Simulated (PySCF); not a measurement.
**C5H8N: g tensor and hyperfine couplings**

Species: C5H8N (doublet state).
Atom-mapped SMILES: `[CH3:1][C:2]#[C:3][C@H:4]([CH3:5])[NH:6]` (hydrogens: H7, H8, H9 on C1; H10 on C4; H11, H12, H13 on C5; H14 on N6)

Cartesian coordinates in Å at the GFN2-xTB level; atoms count from 1:
```xyz
14
C5H8N angstrom
C      2.827   -0.047    0.162
C      1.386   -0.166    0.146
C      0.188   -0.233    0.104
C     -1.260   -0.388    0.164
C     -1.968    0.976    0.325
N     -1.755   -1.307    1.095
H      3.170    0.463   -0.739
H      3.281   -1.037    0.204
H      3.144    0.524    1.034
H     -1.585   -0.770   -0.830
H     -1.642    1.440    1.253
H     -1.723    1.629   -0.508
H     -3.041    0.816    0.370
H     -1.025   -1.901    1.479
```

The hyperfine couplings belong to this conformer and change with its torsions.

Computed with PySCF, UKS B3LYP, pcH-1 on C H N, non-relativistic, mean-field spin-orbit, GIAO. Isolated species at its GFN2-xTB geometry (one conformer only). A GFN2-xTB geometry isn't a minimum of the functional, and hyperfine couplings can be far from their values at a DFT geometry. The SCF solution wasn't tested for stability.

| Quantity | Value |
| --- | --- |
| g1, g2, g3 | 2.00211, 2.00367, 2.00739 |
| g_iso | 2.00439 |
| Form of g | rhombic: the two nearest values differ by 29 % of g3 − g1 |
| ⟨S²⟩ | 0.7536 (exact 0.7500) |
| Total energy | -249.99342 Eh |

Isotropic coupling and dipolar principal values T1 to T3, in 10⁻⁴ cm⁻¹; ρ(0) is the spin density at the nucleus (1 × 10⁻⁴ cm⁻¹ = 2.998 MHz):

```json
{"atom": "C1", "isotope": "13C", "a_iso": "0.1", "T1": "-0.1", "T2": "-0.1", "T3": "0.1", "Mulliken spin population": "0.00", "ρ(0) (bohr⁻³)": "0.0002"}
{"atom": "C2", "isotope": "13C", "a_iso": "-0.1", "T1": "-0.5", "T2": "0.1", "T3": "0.5", "Mulliken spin population": "-0.01", "ρ(0) (bohr⁻³)": "-0.0002"}
{"atom": "C3", "isotope": "13C", "a_iso": "2.8", "T1": "-0.5", "T2": "-0.3", "T3": "0.8", "Mulliken spin population": "0.01", "ρ(0) (bohr⁻³)": "0.0075"}
{"atom": "C4", "isotope": "13C", "a_iso": "-12.2", "T1": "-1.6", "T2": "0.2", "T3": "1.3", "Mulliken spin population": "-0.07", "ρ(0) (bohr⁻³)": "-0.0326"}
{"atom": "C5", "isotope": "13C", "a_iso": "14.8", "T1": "-1.6", "T2": "-1.4", "T3": "3.0", "Mulliken spin population": "0.04", "ρ(0) (bohr⁻³)": "0.0395"}
{"atom": "N6", "isotope": "14N", "a_iso": "10.4", "T1": "-14.5", "T2": "-14.3", "T3": "28.8", "Mulliken spin population": "0.96", "ρ(0) (bohr⁻³)": "0.0963"}
{"atom": "H7", "isotope": "1H", "a_iso": "-0.4", "T1": "-0.1", "T2": "-0.1", "T3": "0.3", "Mulliken spin population": "0.00", "ρ(0) (bohr⁻³)": "-0.0002"}
{"atom": "H8", "isotope": "1H", "a_iso": "0.0", "T1": "-0.2", "T2": "-0.2", "T3": "0.4", "Mulliken spin population": "0.00", "ρ(0) (bohr⁻³)": "0.0000"}
{"atom": "H9", "isotope": "1H", "a_iso": "0.0", "T1": "-0.2", "T2": "-0.2", "T3": "0.3", "Mulliken spin population": "0.00", "ρ(0) (bohr⁻³)": "0.0000"}
{"atom": "H10", "isotope": "1H", "a_iso": "68.9", "T1": "-2.7", "T2": "-1.0", "T3": "3.7", "Mulliken spin population": "0.09", "ρ(0) (bohr⁻³)": "0.0462"}
{"atom": "H11", "isotope": "1H", "a_iso": "-0.9", "T1": "-1.6", "T2": "-0.8", "T3": "2.5", "Mulliken spin population": "0.01", "ρ(0) (bohr⁻³)": "-0.0006"}
{"atom": "H12", "isotope": "1H", "a_iso": "1.0", "T1": "-1.2", "T2": "-0.6", "T3": "1.8", "Mulliken spin population": "0.00", "ρ(0) (bohr⁻³)": "0.0007"}
{"atom": "H13", "isotope": "1H", "a_iso": "-0.9", "T1": "-1.5", "T2": "-1.0", "T3": "2.6", "Mulliken spin population": "0.00", "ρ(0) (bohr⁻³)": "-0.0006"}
{"atom": "H14", "isotope": "1H", "a_iso": "-20.0", "T1": "-17.5", "T2": "-3.0", "T3": "20.5", "Mulliken spin population": "-0.03", "ρ(0) (bohr⁻³)": "-0.0134"}
```

The Mulliken spin populations are largest on N6 (+0.96), H10 (+0.09) and C4 (-0.07). No atom but N6 exceeds +0.15. The positive populations add up to 1.11 and the negative ones to -0.11, together 2S = 1.

Under fast tumbling the dipolar parts average out, and these isotropic splittings remain: 1 × 1H (H10, I = 1/2, 2 lines) with 7.37 mT, 1 × 1H (H14, I = 1/2, 2 lines) with 2.14 mT and 1 × 14N (N6, I = 1, 3 lines) with 1.11 mT.

The 13C coupling of C5 (44.4 MHz) shows only in satellite lines or after enrichment, since that isotope makes up about 1.07 % of natural carbon.

The spin density at the nucleus, in bohr⁻³, is negative for C4 (-0.0326) and H14 (-0.0134), for instance. A restricted open-shell determinant has no negative spin density anywhere; here it arises because α and β orbitals differ (spin polarisation).
